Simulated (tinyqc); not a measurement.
Worked calculation: RHF in the sto-3g basis, for LiH, spin multiplicity 1. One step of it, computed by the program tinyqc.

Question. Iteration 2: building the Fock matrix. J_ij = sum D_kl (ij|kl), K_ij = sum D_kl (ik|jl); F = H + J - 0.5 K; E = tr D H + tr D J / 2 - 0.25 tr D K + E_nn.

D after iteration 1:
```
            1Li 1s     1Li 2s   1Li 2px   1Li 2py    1Li 2pz      2H 1s
1Li 1s    2.029814  -0.088469  0.000000  0.000000  -0.137194  -0.171699
1Li 2s   -0.088469   0.317027  0.000000  0.000000   0.287245   0.447108
1Li 2px   0.000000   0.000000  0.000000  0.000000   0.000000   0.000000
1Li 2py   0.000000   0.000000  0.000000  0.000000   0.000000   0.000000
1Li 2pz  -0.137194   0.287245  0.000000  0.000000   0.261884   0.406441
2H 1s    -0.171699   0.447108  0.000000  0.000000   0.406441   0.631661
```

core Hamiltonian H = T + V (hartree):
```
            1Li 1s     1Li 2s    1Li 2px    1Li 2py    1Li 2pz      2H 1s
1Li 1s   -4.780866  -1.074922   0.000000   0.000000  -0.020628  -0.454855
1Li 2s   -1.074922  -1.416868   0.000000   0.000000  -0.131710  -0.816452
1Li 2px   0.000000   0.000000  -1.154065   0.000000   0.000000   0.000000
1Li 2py   0.000000   0.000000   0.000000  -1.154065   0.000000   0.000000
1Li 2pz  -0.020628  -0.131710   0.000000   0.000000  -1.259639  -0.928365
2H 1s    -0.454855  -0.816452   0.000000   0.000000  -0.928365  -1.584285
```

Two-electron integrals (ij|kl) in chemists' order, unique and non-zero (hartree):
```
(11|11) 1.680395   (21|11) 0.265420   (21|21) 0.049941   (22|11) 0.397727
(22|21) 0.092860   (22|22) 0.290562   (31|31) 0.008981   (32|31) 0.013788
(32|32) 0.064184   (33|11) 0.396640   (33|21) 0.092880   (33|22) 0.290497
(33|33) 0.312946   (41|41) 0.008981   (42|41) 0.013788   (42|42) 0.064184
(43|43) 0.016869   (44|11) 0.396640   (44|21) 0.092880   (44|22) 0.290497
(44|33) 0.279207   (44|44) 0.312946   (51|51) 0.008981   (52|51) 0.013788
(52|52) 0.064184   (53|53) 0.016869   (54|54) 0.016869   (55|11) 0.396640
(55|21) 0.092880   (55|22) 0.290497   (55|33) 0.279207   (55|44) 0.279207
(55|55) 0.312946   (61|11) 0.107047   (61|21) 0.020201   (61|22) 0.037996
(61|33) 0.037549   (61|44) 0.037549   (61|51) 0.002391   (61|52) 0.004510
(61|55) 0.038909   (61|61) 0.008930   (62|11) 0.182343   (62|21) 0.042746
(62|22) 0.134043   (62|33) 0.128055   (62|44) 0.128055   (62|51) 0.007017
(62|52) 0.037026   (62|55) 0.145882   (62|61) 0.020379   (62|62) 0.093271
(63|31) 0.004067   (63|32) 0.017103   (63|53) 0.006226   (63|63) 0.008097
(64|41) 0.004067   (64|42) 0.017103   (64|54) 0.006226   (64|64) 0.008097
(65|11) 0.207555   (65|21) 0.049308   (65|22) 0.160972   (65|33) 0.150602
(65|44) 0.150602   (65|51) 0.011024   (65|52) 0.056627   (65|55) 0.181506
(65|61) 0.024823   (65|62) 0.124365   (65|65) 0.169749   (66|11) 0.371702
(66|21) 0.088818   (66|22) 0.298759   (66|33) 0.273987   (66|44) 0.273987
(66|51) 0.018641   (66|52) 0.110504   (66|55) 0.347725   (66|61) 0.045078
(66|62) 0.251689   (66|65) 0.351148   (66|66) 0.774606
```

nuclear repulsion = 1.12431419 hartree

Give: Coulomb J; exchange K; Fock matrix F; total energy of this density.

Answer.

Coulomb J (hartree):
```
         1Li 1s  1Li 2s  1Li 2px  1Li 2py  1Li 2pz   2H 1s
1Li 1s   4.1237  0.7112   0.0000   0.0000   0.0316  0.3017
1Li 2s   0.7112  1.3855   0.0000   0.0000   0.1805  0.7991
1Li 2px  0.0000  0.0000   1.3510   0.0000   0.0000  0.0000
1Li 2py  0.0000  0.0000   0.0000   1.3510   0.0000  0.0000
1Li 2pz  0.0316  0.1805   0.0000   0.0000   1.4470  1.0031
2H 1s    0.3017  0.7991   0.0000   0.0000   1.0031  1.9672
```

exchange K (hartree):
```
          1Li 1s  1Li 2s  1Li 2px  1Li 2py  1Li 2pz   2H 1s
1Li 1s    3.3710  0.5511   0.0000   0.0000  -0.0010  0.2328
1Li 2s    0.5511  0.3881   0.0000   0.0000   0.3270  0.5517
1Li 2px   0.0000  0.0000   0.0646   0.0000   0.0000  0.0000
1Li 2py   0.0000  0.0000   0.0000   0.0646   0.0000  0.0000
1Li 2pz  -0.0010  0.3270   0.0000   0.0000   0.4197  0.6441
2H 1s     0.2328  0.5517   0.0000   0.0000   0.6441  1.1375
```

Fock matrix F (hartree):
```
          1Li 1s   1Li 2s  1Li 2px  1Li 2py  1Li 2pz    2H 1s
1Li 1s   -2.3427  -0.6393   0.0000   0.0000   0.0115  -0.2696
1Li 2s   -0.6393  -0.2254   0.0000   0.0000  -0.1147  -0.2932
1Li 2px   0.0000   0.0000   0.1646   0.0000   0.0000   0.0000
1Li 2py   0.0000   0.0000   0.0000   0.1646   0.0000   0.0000
1Li 2pz   0.0115  -0.1147   0.0000   0.0000  -0.0225  -0.2473
2H 1s    -0.2696  -0.2932   0.0000   0.0000  -0.2473  -0.1858
```

total energy of this density = -7.860139 hartree
